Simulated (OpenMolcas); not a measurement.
# BHSF (SMILES F[B]S): levels of theory compared

We compute a comparison of 6 runs (UHF/STO-3G, URGE2/pcseg-0, UB3LYP/6-31G*, ROMP2/6-31G, ROMP2/ANO-XS-VDZP, ROMP2/def2-TZVP) of BHSF. 

The calculation is run with OpenMolcas 26.06.

4 further runs of the same task are left out: 4 set aside as unsound or not needed.

## Step 1: The system as given

BHSF has 4 atoms, charge 0, and is taken as a doublet. As SMILES, `F[B]S`. The shape is that of a GFN2-xTB optimisation.

Bond lengths: F1–B2 1.313 Å, B2–S3 1.777 Å, S3–H4 1.334 Å. Angles: F1–B2–S3 119.8°, B2–S3–H4 99.3°.

## Step 2: Energy and forces at UHF/STO-3G (run 1)

Input file calc.input:

```
* BFHS Hartree-Fock

&GATEWAY
  BasLib
  $CurrDir
  Coord
  4
  bohr
  F      1.43757135    -0.95671165     3.05598950
  B      0.96529100     0.40642340     1.03740295
  S     -1.27108648    -0.67463223    -1.22119771
  H     -1.13179477     1.22493937    -2.87219474
  Basis
  STO-3G
  Group
  NoSym

&SEWARD

&SCF
  UHF
  Spin
  2
  Thresholds
  1e-10 1e-07 1e-07 1e-05
  PrOrbitals
  1 1

&ALASKA
```

The basis set STO-3G is read from a file made from the Basis Set Exchange's data (not shown).

On the command line:

```console
export MOLCAS_MEM=1860
pymolcas calc.input > calc.log
```

The program printed:

```text
--- Start Module: gateway ---
[...]
--- Stop Module: gateway /rc=_RC_ALL_IS_WELL_ ---
[...]
      Basis functions           20
[...]
--- Start Module: scf ---
[...]
       Convergence after  14 Iterations
[...]
::    Total SCF energy                               -516.1713214661
[...]
      Total spin, S                                     0.5021024618
[...]
      Total electronic charge=   31.000000
      Total            charge=   -0.000000
[...]
      Dipole Moment (debye):
      Origin of the operator (angstrom)=   -0.0323   -0.2859    0.2314
                   X=  2.7705E-01               Y=  9.8647E-01               Z= -5.4931E-01           Total=  1.1626E+00
      Quadrupole Moment (debye*angstrom):
[...]
--- Stop Module: scf /rc=_RC_ALL_IS_WELL_ ---
--- Start Module: alaska ---
[...]
 *              Molecular gradients               *
 **************************************************
  Irreducible representation: a
 ------------------------------------------------------------------------------------------
                              X                       Y                       Z
 ------------------------------------------------------------------------------------------
  F1                9.26140230774308E-04   -1.07061801967632E-02    1.16223610246742E-02
  B2               -7.02135614658594E-04    9.94478034649582E-03   -1.04989462446763E-02
  S3                2.74375185137643E-03    3.42489489604247E-05    4.08995339002516E-03
  H4               -2.96775646749525E-03    7.27150901307816E-04   -5.21336817004325E-03
 ------------------------------------------------------------------------------------------
--- Stop Module: alaska /rc=_RC_ALL_IS_WELL_ ---
[...]
```

Wall time 2 s (1 thread of Arm Neoverse V1, shared host); peak memory 0.37 GiB.

## Step 3: The charge distribution at URGE2/pcseg-0 (PCM benzene) (run 2)

Input file calc.inp:

```
>>> EXPORT MOLCAS_PRINT=2

&gateway
  baslib
  $CurrDir
  coord
  4
  angstrom
  F        0.760730      -0.506270       1.617160
  B        0.510810       0.215070       0.548970
  S       -0.672630      -0.357000      -0.646230
  H       -0.598920       0.648210      -1.519900
  basis
  pcseg-0
  group
  NoSym
  rf-input
  PCM-Model
  Solvent=benzene
  End of RF-Input

&seward

&scf
  uhf
  spin
  2
  ksdft
  RGE2
  prorbitals
  0
```

The basis set pcseg-0 is read from a file made from the Basis Set Exchange's data (not shown).

On the command line:

```console
export MOLCAS_MEM=1860
pymolcas calc.inp > calc.log
```

The program printed:

```text
--- Start Module: gateway ---
[...]
--- Stop Module: gateway /rc=_RC_ALL_IS_WELL_ ---
--- Start Module: seward ---
[...]
      Basis functions           33
--- Stop Module: seward /rc=_RC_ALL_IS_WELL_ ---
--- Start Module: scf ---
[...]
       Convergence after  12 Iterations
[...]
::    Total KS-DFT energy                            -521.4841391591
[...]
      Total spin, S                                     0.5013179136
[...]
      Total electronic charge=   31.000000
      Total            charge=   -0.000000
[...]
      Dipole Moment (debye):
      Origin of the operator (angstrom)=   -0.0323   -0.2859    0.2314
                   X= -8.3870E-02               Y=  1.1912E+00               Z= -1.2850E+00           Total=  1.7542E+00
      Quadrupole Moment (debye*angstrom):
[...]
--- Stop Module: scf /rc=_RC_ALL_IS_WELL_ ---
[...]
```

Run time: 3.9 s. Hardware: 1 thread of Arm Neoverse V1, shared host; peak memory 0.37 GiB.

Atomic charges (e):

```
atom  Mulliken
  F1    -0.250
  B2    +0.333
  S3    -0.312
  H4    +0.229
```

Runs 3 to 5 aren't shown in full; the table further down has their settings and results.

## Step 4: The energy at ROMP2/def2-TZVP (run 6)

Input file test.inp:

```
>>> EXPORT MOLCAS_PRINT=2

&GATEWAY
 BasLib = $CurrDir
 BasisSet
 F.def2-TZVP....
 F1 0.760730 -0.506270 1.617160 angstrom
 End of Basis
 BasisSet
 B.def2-TZVP....
 B2 0.510810 0.215070 0.548970 angstrom
 End of Basis
 BasisSet
 S.def2-TZVP....
 S3 -0.672630 -0.357000 -0.646230 angstrom
 End of Basis
 BasisSet
 H.def2-TZVP....
 H4 -0.598920 0.648210 -1.519900 angstrom
 End of Basis

&SEWARD

&SCF
 UHF
 Spin = 2
 Thresholds = 1e-10 1e-07 1e-07 1e-05
 PrOrbitals = 1 1

&RASSCF
 FileOrb = $Project.UnaOrb
 Spin = 2
 Nactel = 1 0 0
 Inactive = 15
 Ras2 = 1
 OutOrbitals = Canonical
 OrbListing = NoCore

&CASPT2
 IPEA = 0.0
 Frozen = 7
```

The basis set def2-TZVP is read from a file made from the Basis Set Exchange's data (not shown).

On the command line:

```console
export MOLCAS_MEM=1860
pymolcas test.inp > test.log
```

The program printed:

```text
--- Start Module: gateway ---
[...]
--- Stop Module: gateway /rc=_RC_ALL_IS_WELL_ ---
[...]
      Basis functions          105
[...]
       Convergence after  17 Iterations
[...]
::    Total SCF energy                               -522.3274119084
[...]
      Total spin, S                                     0.5031677574
[...]
--- Start Module: rasscf ---
[...]
      Number of active orbitals                  1
[...]
      Spin quantum number                      0.5
[...]
      Active orbitals                            1
[...]
      Number of CSFs                             1
[...]
      Number of root(s) required                 1
[...]
      Convergence after  8 iterations
[...]
      printout of CI-coefficients larger than  0.05 for root  1
      energy=    -522.325750
      conf/sym  1     Coeff  Weight
             1  u   1.00000 1.00000
      Natural orbitals and occupation numbers for root  1
      sym 1:   1.000000
      ************************************************************************************************************************
      *                                                    Final results                                                     *
[...]
::    RASSCF root number  1 Total energy:   -522.32574989
[...]
      Total electronic charge=   31.000000
      Total            charge=   -0.000000
[...]
      Dipole Moment (debye):
      Origin of the operator (angstrom)=   -0.0323   -0.2859    0.2314
                   X= -2.1599E-01               Y=  9.3525E-01               Z= -1.2296E+00           Total=  1.5599E+00
      Quadrupole Moment (debye*angstrom):
[...]
--- Stop Module: rasscf /rc=_RC_ALL_IS_WELL_ ---
[...]
--- Start Module: caspt2 ---
[...]
 ###    WARNING: User changed nr of frozen orbitals.                         ###
 ###############################################################################
[...]
      E2 (Variational):          -0.4946540947
      Total energy:            -522.8204039825
[...]
      Reference weight:           0.87048
[...]
::    CASPT2 Root  1     Total energy:   -522.82040398
[...]
--- Stop Module: caspt2 /rc=_RC_ALL_IS_WELL_ ---
[...]
```

It took 22 s on 1 thread of Arm Neoverse V1, shared host; peak memory 0.6 GiB.

## Step 5: Overview of the runs

```
run                                             level        task  SCF convergence threshold  energy (Eh)  wall time
  1                                        UHF/STO-3G    gradient                      1e-10  -516.171321        2 s
  2                       URGE2/pcseg-0 (PCM benzene)  properties                          –  -521.484139      3.9 s
  3               UB3LYP/6-31G* (spherical functions)    gradient                      1e-10  -523.479563       14 s
  4                                       ROMP2/6-31G      energy                      1e-10  -522.369917      2.8 s
  5  ROMP2/ANO-XS-VDZP (DKH2, Cholesky decomposition)      energy                          –  -523.779100      4.2 s
  6                                   ROMP2/def2-TZVP      energy                      1e-10  -522.820404       22 s
```

## Step 6: What came out

| quantity | value |
| --- | --- |
| run 6: total energy | -522.82040 Eh |

Over runs 1, 2, 3 the dipole moment (its size) runs from 1.16 D (UHF/STO-3G) to 1.75 D (URGE2/pcseg-0). The two ends differ in method and basis and solvent. Totals of different functionals can't be ranked against each other. Some runs of one species differ in core potentials or relativity; totals across that change don't compare. In run 1 the basis is minimal, so the values are rough. All runs together took 48 s, the longest 22 s.
